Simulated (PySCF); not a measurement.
Löwdin shares of the frontier orbitals

Species: carbon tetrafluoride, CF4.
Z-matrix (Å and degrees, GFN2-xTB geometry), rows numbered from 1:
```
F 
C   1  1.3140
F   2  1.3140  1  109.48
F   2  1.3140  1  109.48  3   119.99
F   2  1.3140  1  109.46  3  -120.01
```

Computed, not measured: TDDFT CAM-B3LYP/def2-SVPD, vertical, gas phase, core orbitals frozen in the response in PySCF 2.14.0, density-fitted response routines.

Frontier orbitals with the atoms that hold most of them (Löwdin shares over 4%, at most four atoms):

```csv
orbital,ε (eV),atoms
LUMO+2,2.82,"F5 26%, F3 25%, F1 24%, F4 24%"
LUMO+1,2.82,"F3 26%, F4 25%, F1 25%, F5 24%"
LUMO,1.24,"C2 51%, F3 12%, F4 12%, F1 12%"
HOMO,-14.40,"F5 36%, F1 35%, F4 15%, F3 14%"
HOMO-1,-14.40,"F3 36%, F4 34%, F5 18%, F1 11%"
HOMO-2,-14.40,"F1 28%, F4 26%, F3 24%, F5 22%"
HOMO-3,-15.65,"F3 24%, F4 24%, F1 23%, F5 22%"
```

Within 0.005 eV of a neighbour in this list lie HOMO-2/HOMO-1/HOMO and LUMO+1/LUMO+2 (point group found: Td); within a degenerate set the shares of single atoms can hang on how the components are chosen.

Task: How does S1 compare with the orbital gap of 15.64 eV?

Result: S1 is at 12.23 eV (f = 0.0000), 3.41 eV below the gap, made of HOMO-2/HOMO-1/HOMO→LUMO (≥94%). S1/S2/S3 lie within about 0.01 eV of each other. 

Next come S2 at 12.23 eV (f 0.0000), HOMO-2/HOMO-1/HOMO→LUMO (≥94%); S3 at 12.23 eV (f 0.0000), HOMO-2/HOMO-1/HOMO→LUMO (≥94%); S4 at 13.45 eV (f 0.138), HOMO-3→LUMO (72%), HOMO-2/HOMO-1/HOMO→LUMO+1/LUMO+2 (≥10%); S5 at 13.45 eV (f 0.138), HOMO-4→LUMO (73%), HOMO-2/HOMO-1/HOMO→LUMO+1/LUMO+2 (≥10%).

Orbitals of the list HOMO-3 to LUMO+2 that lie within 0.01 eV of each other are written together with a slash and their weights summed (≥ marks a lower bound); for degenerate orbitals outside that list single weights are arbitrary.

Löwdin shares depend on the basis, the more so with diffuse functions.
